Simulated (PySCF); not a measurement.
Molecule: `C([C@@H]1C(C)=C1)#N`, C5H5N.

Bonds (- single, = double, # triple, : aromatic): C1-C2, C2=C3, C3-C4, C4-C5, C5#N6, C4-C2. C1 carries H7, H8, H9; C3 carries H10; C4 carries H11. Stereochemistry as in CC1=C[C@@H]1C#N.

Frames of a GFN2-xTB Langevin trajectory at 200 K; GIAO PBE0/pcSseg-1 shieldings in PySCF 2.14, gas phase, non-relativistic; equivalent atoms averaged within each frame.

δ = σ(ref) − σ, references computed at the same level: $^{13}$C (σ = 186.93 ppm), $^{1}$H (σ = 31.72 ppm) vs TMS; NH3 for $^{15}$N (σ = 267.73 ppm). The references are static minima.

Problem. How do the shifts (ppm) fluctuate along the trajectory?

Solution. 
```tsv
time (fs)	C5	C2	C3	C1	C4	N6	H10	H7/H8/H9	H11
250	130.4	120.7	113.3	19.0	3.4	284.4	6.14	3.19	1.53
425	128.5	125.3	100.9	10.7	0.0	286.9	5.37	2.26	1.13
625	127.3	122.7	110.1	11.1	6.4	281.0	7.40	2.31	2.38
800	128.2	120.6	108.0	8.5	-1.6	286.4	7.18	1.67	0.74
1000	131.1	135.8	105.1	11.3	9.5	289.0	5.78	2.76	1.49
mean of frames	129.1	125.0	107.5	12.1	3.5	285.5	6.37	2.44	1.45
standard deviation	1.6	6.3	4.7	4.0	4.5	3.1	0.88	0.57	0.61
```

5 frames give an uncertainty of the mean of about the standard deviation over 2.2 at best, since frames this close in time may not be independent; classical motion lacks zero-point vibration, and the reference would need the same averaging.
